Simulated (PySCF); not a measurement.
## PF⁺: from constants to spectrum

UHF-CCSD(T) constants of PF⁺, ²Π (doublet), unpaired electrons π ↑ (basis P def2-TZVPPD, F def2-TZVPPD; no relativity; PySCF 2.14; masses 30.9738 and 18.9984 u):

* ωe: 1050.3 cm⁻¹
* ωexe: 5.07 cm⁻¹
* Be: 0.62554 cm⁻¹
* αe: 0.00450 cm⁻¹
* D (centrifugal): 8.88e-07 cm⁻¹
* De to P⁺ + F: 5.35 eV

(1) Give the vibrational terms G(v) and spacings up to v = 6.

(2) How well does the Morse estimate ωe²/(4ωexe) reproduce De, and what is D0?

Correlated steps freeze 6 core orbitals. For an ion De counts to the pair picked by the measured ionisation energies or electron affinities, which need not be the lowest pair at this level. The state was picked by a PBE0 search and need not be the measured ground state.

Answers

(1) G(v) = ωe(v+½) − ωexe(v+½)².

```tsv
v	G(v) (cm⁻¹)	G(v) − G(v−1)	Bv (cm⁻¹)
0	523.9		0.6233
1	1564.0	1040.2	0.6188
2	2594.1	1030.0	0.6143
3	3613.9	1019.9	0.6098
4	4623.7	1009.7	0.6053
5	5623.3	999.6	0.6008
6	6612.7	989.5	0.5963
```

(2) It gives 6.74 eV, 126 % of the computed De. D0 = De − G(0) = 5.35 − 0.06 = 5.29 eV.
